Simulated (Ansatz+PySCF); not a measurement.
A calculation with PySCF 2.14.0.

```python
from pyscf import gto, scf, mp

mol = gto.M(atom="""
C -0.025260 1.396610 0.000000
C 1.151990 0.701680 0.000000
C 1.143410 -0.660150 0.000000
C -0.031680 -1.348490 0.000000
C -1.222130 -0.676430 0.000000
C -1.160090 0.669780 0.000000
H -0.035090 2.492500 0.000000
H 2.104910 1.245340 0.000000
H 2.092830 -1.208300 0.000000
H -0.026040 -2.445580 0.000000
H -2.176110 -1.215860 0.000000
""", basis='cc-pvtz', charge=0, spin=1)
mf = scf.UHF(mol)
mf.kernel()
pt = mp.MP2(mf, frozen=6).run()
print(mf.e_tot, pt.e_corr, pt.e_tot)
```

The script is written out from the run's settings.

The run gave:

- Converged: yes
- Reference energy: -230.13095 hartree
- Correlation energy: -0.87546 hartree
- Total energy: -231.00641 hartree
- Spin squared of the determinant: 1.177

Caution: the unrestricted determinant is spin contaminated.
